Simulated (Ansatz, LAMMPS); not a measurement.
**Ladder of methods for the TA phonon frequency at X of diamond-structure Si**

Reference value: 150 cm⁻¹ (measured, temperature not stated, not corrected to a static lattice; as tabulated in Giannozzi et al., Phys. Rev. B (1991)).

### Question
Put these levels in order of the TA phonon frequency at X that they give for diamond-structure Si, smallest first: LDA (Ansatz, a quantum-chemistry and plane-wave program), PBE (Ansatz), Tersoff Si.tersoff (LAMMPS).

### Answer
Tersoff Si.tersoff (94 cm⁻¹), LDA (136 cm⁻¹), PBE (146 cm⁻¹)

Unless a cell is named, each level is at its own relaxed cell (Tersoff Si.tersoff 20.03, LDA 19.70, PBE 20.46 Å³/atom).

Differences against the reference: Tersoff Si.tersoff -37 %, LDA -9.3 %, PBE -2.7 %.

The measured value isn't corrected to a static lattice, so vibrations enter the comparison.  Each level is taken at its own relaxed cell. Ansatz's density-functional and Hartree–Fock values are scalar-relativistic unless marked +SOC, with PAW data made under PBE.

Empirical potentials (Tersoff Si.tersoff) are fitted to chosen data, which need not cover the solid at hand: agreement can be built in, and what lay outside the fit can be far off.

Differences are worked out from the printed values.
